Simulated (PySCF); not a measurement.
H6NSi2 (doublet state).
Structure used (GFN2-xTB), in Å, numbered top down from 1:
```
atom  x, y, z in Å
N1    -1.6506    0.7068   -0.7013
Si2   -0.9801   -0.4931    0.1902
Si3    1.3496    0.1161    0.0395
H4    -2.0064    1.5675   -0.3165
H5    -0.9992   -1.7622   -0.5379
H6    -1.1344   -0.7718    1.6289
H7     1.5676    1.3958    0.7037
H8     1.7715    0.1703   -1.3508
H9     2.0955   -0.9235    0.7462
```

The hyperfine couplings belong to this conformer and change with its torsions.

As a line formula: `[NH][SiH2][SiH3]` [radical].

The calculation used PySCF, UKS B3LYP, pcH-1 on H N Si, non-relativistic, mean-field spin-orbit, GIAO. Geometry: GFN2-xTB, one conformer, isolated molecule. The geometry wasn't refined by DFT: couplings that depend on bond lengths, twists or pyramidal angles can differ widely from those at the functional's own minimum. Stability of the SCF solution: not tested.

Q: Break the g tensor into its mass correction, gauge correction and orbital-Zeeman/spin–orbit terms.

A: 
| Δg (ppt) | 1 | 2 | 3 |
| --- | --- | --- | --- |
| relativistic mass correction | -0.19 | -0.19 | -0.19 |
| gauge correction | 0.00 | 0.03 | 0.03 |
| orbital Zeeman/spin–orbit | -0.06 | 1.95 | 6.77 |
| total | -0.26 | 1.79 | 6.61 |

So g = 2.00206, 2.00411, 2.00892 and g_iso = 2.00503; the tensor is rhombic: the two nearest values differ by 30 % of g3 − g1. Axes: g1 points within 10° of the Si2–Si3 bond and g3 points within 7° of the N1–H4 bond.

Q: What are the electron Larmor frequencies g μB B/h along the three axes at 330 mT?

A: 9.2470, 9.2565, 9.2787 GHz for g1, g2 and g3, a range of 31.7 MHz.

Q: What effective moment and Curie constant follow for a powder?

A: With the mean of g² = 4.0202 and S(S+1) = 0.75: μ_eff = √(⟨g²⟩S(S+1)) = 1.736 μB and χT = 0.12505·⟨g²⟩·S(S+1) = 0.377 cm³ K/mol (cgs; spin-Hamiltonian part alone).

Q: In a frozen sample, at which fields do the three g values resonate at 9.5, 34, 94 and 263 GHz (hyperfine left aside), and which band first spreads them over more than twice a line width of 1.0 mT?

A: 
```tsv
band	GHz	B(g3) mT	B(g2) mT	B(g1) mT	spread mT
X	9.5	337.87	338.68	339.03	1.16
Q	34.0	1209.22	1212.12	1213.36	4.15
W	94.0	3343.13	3351.16	3354.59	11.46
J	263.0	9353.64	9376.13	9385.70	32.06
```

The spread grows in proportion to the frequency. Q band is the first where it exceeds 2.0 mT.

The largest Mulliken spin populations are on N1 (+0.81) and Si3 (+0.20).

The HOMO–LUMO gaps are 6.93 eV among the α and 3.77 eV among the β orbitals.
